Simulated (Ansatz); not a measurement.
This script for a composite energy at a relaxed geometry of H₃SSi, SMILES [SiH3][S] with the Python package of Ansatz (0.2.0) holds a mistake.

The script, `composite.py`:
```python
'''A composite energy for H3SSi: DFT geometry, MP2 basis limit, coupled-cluster correction.'''

import itertools

import ansatz as az
from ase.data import atomic_numbers, covalent_radii
import numpy as np

geometry_ang = [
    ('Si', [-0.0867, -0.0281, -0.0081]),
    ('S', [1.9366, -0.3612, 0.2477]),
    ('H', [-0.9333, -0.6644, 1.0401]),
    ('H', [-0.4868, -0.4926, -1.3477]),
    ('H', [-0.38, 1.4726, 0.0266]),
]
molecule = az.Crystal.molecule()
for symbol, xyz in geometry_ang:
    molecule = molecule.atom(symbol, xyz)

job = (
    molecule.calculation()
    .basis(gaussian='def2-SVP')
    .functional('b3lyp')
    .spin('collinear', total=1)
)
symbols = [site.symbol for site in molecule.cartesian_sites]
start = np.array([site.position_ang for site in molecule.cartesian_sites], dtype=float)
report = job.relax(force_tolerance=0.01, max_steps=30).run(threads=1, backend='cpu').report
end = np.array(report['positions_ang'])
# pairs closer than 1.2 times the sum of covalent radii, before or after
radius = [covalent_radii[atomic_numbers[s]] for s in symbols]
span = lambda where, i, j: np.linalg.norm(where[i] - where[j])
bonded = [(i, j) for i, j in itertools.combinations(range(len(symbols)), 2) if min(span(start, i, j), span(end, i, j)) < 1.2 * (radius[i] + radius[j])]
print('pair        before    after (A)')
for i, j in bonded:
    print(f'{symbols[i]}{i}-{symbols[j]}{j}'.ljust(10), f'{span(start, i, j):8.4f} {span(end, i, j):8.4f}')

minimum = az.Crystal.molecule()
for symbol, place in zip(symbols, end):
    minimum = minimum.atom(symbol, place.tolist())
at_minimum = minimum.calculation().spin('collinear', total=1)
# MP2 extrapolated to the basis limit, plus the small-basis difference CCSD(T) - MP2
level = lambda method, basis: at_minimum.basis(gaussian=basis).correlation(method).run(threads=1, backend='cpu').report()
small, large, cluster = level('mp2', 'cc-pVDZ'), level('mp2', 'cc-pVTZ'), level('ccsd_t', 'cc-pVDZ')
corr = lambda each: (each['free_energy_ev'] - each['reference_energy_ev']) / 27.211386246
mp2_limit = (27 * corr(large) - 8 * corr(small)) / 19
pieces = {'HF / cc-pVTZ': large['reference_energy_ev'] / 27.211386246, 'MP2 correlation, DZ-TZ limit': mp2_limit, 'CCSD(T) - MP2 / cc-pVDZ': corr(cluster) - corr(small)}
for name, value in pieces.items():
    print(f'{name:32s} {value:14.6f} Ha')
print(f'{"sum":32s} {sum(pieces.values()):14.6f} Ha')
print('T1 diagnostic', round(cluster['correlation']['coupled_cluster']['t1_diagnostic'], 4))
```

Output of `python composite.py`:
```text
pair        before    after (A)
Si0-S1       2.0664   2.1441
Si0-H2       1.4901   1.4911
Si0-H3       1.4732   1.4912
Si0-H4       1.5295   1.4957
Traceback (most recent call last):
  File "composite.py", line 44, in <module>
    small, large, cluster = level('mp2', 'cc-pVDZ'), level('mp2', 'cc-pVTZ'), level('ccsd_t', 'cc-pVDZ')
                            ~~~~~^^^^^^^^^^^^^^^^^^
  File "composite.py", line 43, in <lambda>
    level = lambda method, basis: at_minimum.basis(gaussian=basis).correlation(method).run(threads=1, backend='cpu').report()
                                  ~~~~~~~~~~~~~~~~~~~~~~~~~~~~~~~~~~~~~~~~~~~~~~~~~~~~~~~~~~~~~~~~~~~~~~~~~~~~~~~~~~~~~~~~~^^
TypeError: 'dict' object is not callable
```

What is wrong, and how is it mended?

The fault: report is a dict, not a method. The cap on steps that the faulty run carried goes too. The correction:

```diff
--- before
+++ after
@@ -27,3 +27,3 @@
 start = np.array([site.position_ang for site in molecule.cartesian_sites], dtype=float)
-report = job.relax(force_tolerance=0.01, max_steps=30).run(threads=1, backend='cpu').report
+report = job.relax(force_tolerance=0.01).run(threads=1, backend='cpu').report
 end = np.array(report['positions_ang'])
@@ -42,3 +42,3 @@
 # MP2 extrapolated to the basis limit, plus the small-basis difference CCSD(T) - MP2
-level = lambda method, basis: at_minimum.basis(gaussian=basis).correlation(method).run(threads=1, backend='cpu').report()
+level = lambda method, basis: at_minimum.basis(gaussian=basis).correlation(method).run(threads=1, backend='cpu').report
 small, large, cluster = level('mp2', 'cc-pVDZ'), level('mp2', 'cc-pVTZ'), level('ccsd_t', 'cc-pVDZ')
```

With that change:

```console
$ python composite.py
pair        before    after (A)
Si0-S1       2.0664   2.1441
Si0-H2       1.4901   1.4911
Si0-H3       1.4732   1.4912
Si0-H4       1.5295   1.4957
HF / cc-pVTZ                        -688.239536 Ha
MP2 correlation, DZ-TZ limit          -0.297297 Ha
CCSD(T) - MP2 / cc-pVDZ               -0.046386 Ha
sum                                 -688.583219 Ha
T1 diagnostic 0.013
```

Reading the output:
- Total energies depend on the basis set; only differences at equal settings carry meaning.
- The sum leaves out core correlation, relativity, the Hartree-Fock basis error and zero-point energy; a DZ-TZ extrapolation is rough.
- The run takes the species as open-shell (spin multiplicity 2), which needn't be its ground state.
- b3lyp holds the VWN-RPA fit, as in Gaussian; the form of ORCA and Turbomole is b3lyp5.
- Inner cores stay frozen, so this is valence correlation.
- For Al to Cl the sets with a tight d function, cc-pV(X+d)Z, are usual.
- An extrapolation from small basis sets is rough.
- It ran for 70 s on 1 thread of Arm Neoverse N1, with other jobs on the host, peak memory 0.25 GiB.
